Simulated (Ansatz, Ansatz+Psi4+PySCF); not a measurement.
```xyz
3

C    -1.6923    0.3411    0.0000
O    -1.6923    1.5011    0.0000
O    -1.6923   -0.8189    0.0000
```

Basis set: cc-pVTZ (spherical functions). Left uncorrelated: 3 orbitals. Charge 0, multiplicity 1.

Computed with Ansatz (development build ahead of 0.2.0); each method stands on the lowest determinant of its kind that the runs found. Restricted open shells among the atoms or ions are ROHF, correlated in semicanonical orbitals with singles.

The atomization energy at this shape (free ground-state atoms in the same class of orbitals less the molecule, no zero-point energy) of singlet CO2:

```
 method  atomization energy
RHF-MP2     401.26 kcal/mol
```

Q: What does RHF give?

A: 256.81 kcal/mol.
